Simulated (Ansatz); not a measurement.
# AlSiH (singlet): wave-function methods side by side at scale of all distances = 0.874, cc-pVTZ

One table from this session's results is given with a row withheld; the runs are named, their logs left out.

Program: Ansatz 0.2.0, Gaussian basis. Level of theory: cc-pVTZ, core rule «outside noble gas», up to 10 orbitals frozen. These are calculated values, not measurements.

To be run: UHF; CCSD(T) on RHF; CCSD(T) on UHF; BCCD(T) on RHF; CISD; CCSDT(Q) on RHF.

19 further runs of the same task are left out: 2 for a known fault of the program, 14 that didn't finish, 3 set aside as unsound or not needed.

## What is computed

The geometry derives from a PBE0/def2-TZVP stationary point (not a proven minimum). All distances are scaled together.

3 atoms, charge 0, spin multiplicity 1.

Atoms are counted from 1 here; the program's logs count them from 0.

Bond lengths: Si1–Al2 2.057 Å, Al2–H3 1.394 Å. Angles: Si1–Al2–H3 180.0°.

Coordinates:

```xyz
3
AlHSi
Si    0.0000    0.0000    1.8361
Al    0.0000    0.0000   -0.2211
H     0.0000    0.0000   -1.6150
```

The first run:

File in.yaml:

```yaml
crystal:
  periodic: [false, false, false]
  atoms:
    - {symbol: Si, position_ang: [0.000000, 0.000000, 1.836103]}
    - {symbol: Al, position_ang: [0.000000, 0.000000, -0.221121]}
    - {symbol: H, position_ang: [0.000000, 0.000000, -1.614982]}
basis:
  gaussian: {orbitals: cc-pVTZ}
magnetization: {spin_polarized: true, initial_magnetization: 0}
hamiltonian: {xc: hf}
output: {orbitals: {seedname: orbitals}}
```

Started as:

```bash
$ ansatz run in.yaml --threads 1 --pin off --events-out ev --progress --plain --max-ram 2393MiB
```

Steps of the session up to this table: UHF; CCSD(T) on RHF; CCSD(T) on UHF; BCCD(T) on RHF; CISD; CCSDT(Q) on RHF.

One of the session's tables, all rows but one given; the rest of the session is left out.

| method | from RCCSDT(Q) (meV) |
| --- | --- |
| RHF | +5651.1 |
| UHF | +4607.2 |
| RMP2 | +1404.7 |
| UMP2 | +825.8 |
| CISD | +893.3 |
| RCCSD | +452.1 |
| UCCSD | -67.5 |
| RCCSD(T) | +192.3 |
| UCCSD(T) | ? |
| BCCD(T) | +192.9 |
| RCCSDT | +78.8 |
| RCCSDT(Q) | 0 |

Q: Estimate the row for UCCSD(T) from the others.

The run gave: from RCCSDT(Q) (meV): -305.2. In the column «from RCCSDT(Q) (meV)» it is the lowest.

The program flags UCCSD(T), RCCSDT(Q) as in doubt (see the logs), so the zero of the table is itself unsure.

To keep in mind: The determinant is far from a pure spin state, so its energy mixes those of several spin states (harmless only where they are near-degenerate, as at dissociation). The report flags that the cluster equations may have other roots. The program flags UCCSD(T), RCCSDT(Q) as in doubt, so the zero of the table is itself unsure. Warnings: restricted reference is unstable; spin contamination. Restricted and unrestricted rows rest on different reference determinants; where their highest levels disagree by more than a few hundredths of an eV, they describe different states and don't form one ladder.
